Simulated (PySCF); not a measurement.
Compound: boron monohydride, BH (singlet state).
InChI=1S/BH/h1H

Computed with PBE0-D3(BJ)/def2-SVP geometry optimisation, gas phase (PySCF).

Take the most abundant isotopes and a rigid rotor. 

(1) What are the moment of inertia and the rotational constant?

(2) List the first levels of a rigid rotor in a Σ state.

(3) Where do the first rotational lines fall?

## Answers

(1) I = 1.447 u·Å², B = 505379 MHz·u·Å²/I = 349261 MHz (11.6501 cm⁻¹, or 16.762 K as hB/k). For two atoms I = μr² with μ = 0.9233 u and r = 1.2519 Å.

(2) E(J) = BJ(J+1): J = 1: 23.300, J = 2: 69.901, J = 3: 139.801, J = 4: 233.002, J = 5: 349.503, J = 6: 489.304 cm⁻¹.

(3) The dipole is 1.60 D; J+1 ← J lies at 2B(J+1): 1 ← 0 at 698.52 GHz, 2 ← 1 at 1397.04 GHz, 3 ← 2 at 2095.56 GHz, 4 ← 3 at 2794.09 GHz, 5 ← 4 at 3492.61 GHz, 6 ← 5 at 4191.13 GHz.

Stationary, but not proved a minimum. No vibrational averaging or centrifugal distortion is included, and the geometry carries the error of its method.
